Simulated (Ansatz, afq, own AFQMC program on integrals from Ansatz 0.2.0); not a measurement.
AFQMC on a folder of integrals that Ansatz 0.2.0 wrote.

```yaml
crystal:
  periodic: [false, false, false]
  atoms:
    - {symbol: Al, position_ang: [0.001379, 0.073153, -0.089886]}
    - {symbol: H, position_ang: [0.001379, -1.373669, -0.748235]}
    - {symbol: H, position_ang: [0.380969, -0.273532, 1.491661]}
    - {symbol: H, position_ang: [-0.419271, -0.311033, 1.662738]}
basis:
  gaussian: {orbitals: 6-31G}
magnetization: {spin_polarized: true, initial_magnetization: 2}
correlation: {method: ccsd_t, electrons: outside_noble_gas, hamiltonian_folder: ham}
```

```sh
$ ansatz run in.yaml --threads 1 --pin off --events-out ev --progress --plain --max-ram 16896MiB --backend cuda --devices 0, --max-vram 18GiB
```

afq runs on the folder ham with

```
--method free --trial cisd --walkers 4000 --time-step 0.03 --max-blocks 4000 --target-error 0.0003 --factor-cut 1e-05 --seed 286 --times 0,0.3,0.6,1.2,1.8,2.4,3.6,4.8,6 --taylor-order 8
```

Times are imaginary, in 1/Eh. The walk had a cap of 61 s.

Output of the walk:

```
orbitals 14  electrons 4 2  factors 84 of 234
reference energy -243.49007394 Eh
CCSD correlation -0.05604449 Eh in 11 cycles, weight of the determinant in the CISD state 0.9532
repeat  energy at the last time / Eh  error
    10  -243.547019  0.000012
    20  -243.547014  0.000011
    30  -243.547007  0.000009
time / (1/Eh)  energy / Eh  error  mean overlap
  0.00  -243.546126  0.000003  1.0493
  0.30  -243.546451  0.000003  1.0499
  0.60  -243.546649  0.000004  1.0501
  1.20  -243.546837  0.000004  1.0509
  1.80  -243.546925  0.000005  1.0511
  2.40  -243.546961  0.000006  1.0520
  3.60  -243.546988  0.000005  1.0539
  4.80  -243.546990  0.000012  1.0566
  6.00  -243.547007  0.000008  1.0546
energy -243.547007 +/- 0.000008 Eh
```

The run passed its tests (error under three times the target), which doesn't prove that it has relaxed.

Against this walk (error 0.2 meV) on the same determinant: CCSD(T) 8.0 meV higher, CCSDT(Q) 0.1 meV higher (within the noise), CCSDTQ 0.1 meV higher (within the noise), full CI 0.1 meV higher (within the noise). The error is statistical, and a free projection of finite length keeps a remainder of its start.

Cautions: remainder of the start not in the error; lower spins were not checked.

The walk took 10 s on 1 × NVIDIA H100 80GB HBM3 with 2 threads of AMD EPYC 7R13 Processor (Zen 3), with other jobs on the host (the card was shared). The log's last line is the free-projection energy.

CCSDT and higher add their correlation energy to the determinant of the CCSD(T) run, since their own runs factorise the integrals more tightly (a shift of under 2 meV).
